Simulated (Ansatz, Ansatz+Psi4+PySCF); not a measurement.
```yaml
atoms:
  - { symbol: Li, position_ang: [0.0000, 0.0000, -1.0570] }
  - { symbol: F, position_ang: [0.0000, 0.0000, 0.3523] }
```

Basis set: cc-pVTZ (spherical functions). Left uncorrelated: 1 orbital. Charge 0, multiplicity 1.

Computed with Ansatz (development build ahead of 0.2.0); each method stands on the lowest determinant of its kind that the runs found. Restricted open shells among the atoms or ions are ROHF, correlated in semicanonical orbitals with singles.

Give the atomization energy at this shape (free ground-state atoms in the same class of orbitals less the molecule, no zero-point energy) of singlet LiF by RHF-MP2, RHF.

```json
{"method": "RHF-MP2", "atomization energy": "551.6 kJ/mol"}
{"method": "RHF", "atomization energy": "358.6 kJ/mol"}
```

Caution: the shape is not the minimum.
